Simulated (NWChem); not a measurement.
**Atomisation of ethane (C₂H₆)**

```xyz
8

C      0.7628     0.0446     0.0000
C     -0.7628    -0.0446     0.0000
H      1.1421     0.5832     0.8929
H      1.1421     0.5832    -0.8929
H      1.2325    -0.9607     0.0000
H     -1.1421    -0.5832     0.8929
H     -1.1421    -0.5832    -0.8929
H     -1.2325     0.9607     0.0000
```
Charge 0, spin multiplicity 1.

Program: NWChem. All single points use one geometry, from PBE/def2-SVP, a minimum by its harmonic frequencies.

Basis set: def2-TZVP. The atomisation energy is electronic alone: no zero-point, thermal, spin-orbit or counterpoise terms. No value is extrapolated to the basis-set limit. Free atoms are single determinants with multiplicities C 3, H 2. Correlated methods freeze the same cores in atoms and molecule, 2 orbitals in all.

No SCF solution was tested for a lower state. Open-shell Hartree-Fock references start from PBE0 orbitals. Coupled-cluster values serve here as a point of comparison, not as the truth.

### Question
One of these methods gave an atomisation energy of 792.8 kcal/mol. Which?
A) TPSS
B) LDA (SVWN5)
C) CCSD(T)
D) LC-wPBE (omega 0.3 per bohr)

### Answer
B, LDA (SVWN5). The others give 717.2 (TPSS), 688.5 (CCSD(T)), 711.9 (LC-wPBE (omega 0.3 per bohr)).
